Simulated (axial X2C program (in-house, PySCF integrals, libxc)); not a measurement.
# Ionising PC

All values come from calculations with an in-house relativistic program for diatomic molecules, spin-free (one-electron X2C) or two-component (2c: spin–orbit coupling with atomic mean-field Coulomb and Gaunt terms, which also bring small scalar terms), in Dyall basis sets with cores contracted in-house; open shells are unrestricted.

Basis sets: C dyall-v3z, P dyall-v3z. Frozen shells (counts by l): PC P 2s1p, C 1s, 9 electrons correlated; PC⁺ P 2s1p, C 1s, 8 electrons correlated. Coupled cluster in natural virtuals with an MP2 remainder. Where the outer core of a metal is frozen, bonds come out longer and ionisation energies lower.

| Hamiltonian | level | PC state | Re (Å) | ωe (cm⁻¹) | De (eV) |
| --- | --- | --- | --- | --- | --- |
| spin-free | HF | M_S = 1/2, Λ = 0 | 1.607 | 1014.4 | 2.72 |
| spin-free | PBE0 | M_S = 1/2, Λ = 0 | 1.555 | 1294.7 | 5.24 |
| 2c | HF | Ω = 1/2 | 1.607 | 1014.2 | 2.72 |
| 2c | PBE0 | Ω = 1/2 | 1.555 | 1294.4 | 5.24 |
| 2c | CCSD | Ω = 1/2 | 1.557 | 1289.3 | 4.55 |
| 2c | CCSD(T) | Ω = 1/2 | 1.561 | 1292.4 | 4.86 |

Adiabatic ionisation energy (minimum to minimum, no zero-point term) and constants of PC⁺:

| Hamiltonian | level | PC⁺ state | IE (eV) | Re (Å) | ωe (cm⁻¹) | De (eV) | fragments |
| --- | --- | --- | --- | --- | --- | --- | --- |
| spin-free | HF | M_S = 1, Λ = 1 | 9.73 | 1.627 | 1082.9 | 2.89 | P+ + C |
| spin-free | PBE0 | M_S = 1, Λ = 1 | 10.85 | 1.620 | 1141.0 | 4.91 | P+ + C |
| 2c | HF | Ω = 2 | 9.71 | 1.627 | 1082.3 | 2.90 | P+ + C |
| 2c | PBE0 | Ω = 2 | 10.83 | 1.620 | 1139.8 | 4.92 | P+ + C |
| 2c | CCSD | Ω = 2 | 10.63 | 1.622 | 1143.0 | 4.32 | P+ + C |
| 2c | CCSD(T) | Ω = 2 | 10.73 | 1.629 | 1129.2 | 4.58 | P+ + C |

Q: Add the zero-point terms to the ionisation energy at CCSD(T), 2c, and say whether the electron removed was bonding.

A: IE0 = IE + (ωe⁺ − ωe)/2 = 10.73 + (-0.010) = 10.72 eV. Re changes by 0.068 Å, so the bond lengthens, as on loss of a bonding electron.

Q: Close the cycle De(PC⁺) + IE(PC) = De(PC) + IE(P) to find the atomic ionisation energy at CCSD(T), 2c.

A: IE(P) = 4.58 + 10.73 − 4.86 = 10.45 eV, for the determinants used.

Each entry is the lowest single determinant of a limited PBE0 search at one distance. De goes to single-determinant-based atoms at the same level (for ions the charge split of lowest energy) and is withheld (n/a) where an atom does not fit its ground term or J level. Main or longest-lived isotopes. One determinant is a doubtful description, or other states lie close, for PC, PC⁺; these need not be ground states, and all values refer to the states named. Some open-shell Ω = 0 determinants are out of reach, so the Ω given for PC⁺ need not be the lowest component. With several unpaired electrons the Ω given is that of one determinant, not necessarily of the lowest component. Some light 2c atoms are not at their ground J level, so De misses part of their lowering (0.04 eV or less). The functionals have no current term, which raises determinants with orbital currents.
